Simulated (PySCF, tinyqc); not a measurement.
Inside a calculation. Method: CIS and TDHF on RHF in the sto-6g basis, frozen core, for HF, spin multiplicity 1. The lowest restricted solution is unstable here: a spin-polarised one lies 0.0318 hartree lower (PySCF). One step of it, computed by the program tinyqc.

Task: CIS matrix, singlets. A(ia,jb) = (e_a - e_i) d_ij d_ab + 2 (ia|jb) - (ij|ab).

orbital energies (hartree): MO1 -26.269257, MO2 -1.419269, MO3 -0.473424, MO4 -0.473424, MO5 -0.443913, MO6 0.262655

Two-electron integrals over orbitals (pq|rs), unique and non-zero (hartree); the lowest 1 orbital is frozen and left out:
```
(22|22) 0.885278    (32|32) 0.191925    (33|22) 0.903046    (33|33) 0.998085
(42|42) 0.191925    (43|43) 0.053789    (44|22) 0.903046    (44|33) 0.890506
(44|44) 0.998085    (52|22) -0.044271   (52|33) -0.055182   (52|44) -0.055182
(52|52) 0.124361    (53|32) -0.021326   (53|53) 0.032305    (54|42) -0.021326
(54|54) 0.032305    (55|22) 0.667923    (55|33) 0.653084    (55|44) 0.653084
(55|52) -0.007363   (55|55) 0.647513    (62|22) -0.067138   (62|33) -0.067115
(62|44) -0.067115   (62|52) -0.085107   (62|55) -0.020249   (62|62) 0.090613
(63|32) -0.022309   (63|53) -0.024180   (63|63) 0.027823    (64|42) -0.022309
(64|54) -0.024180   (64|64) 0.027823    (65|22) -0.263690   (65|33) -0.265118
(65|44) -0.265118   (65|52) 0.067145    (65|55) -0.086792   (65|62) 0.027589
(65|65) 0.252316    (66|22) 0.620616    (66|33) 0.606607    (66|44) 0.606607
(66|52) 0.036817    (66|55) 0.631791    (66|62) -0.046074   (66|65) -0.027455
(66|66) 0.653594
```

Give: CIS matrix A, singlet.

Result:

CIS matrix A, singlet (hartree), lower triangle:
```
        2>6     3>6     4>6     5>6
2>6  1.2425
3>6  0.0000  0.1851
4>6  0.0000  0.0000  0.1851
5>6  0.0184  0.0000  0.0000  0.5794
```
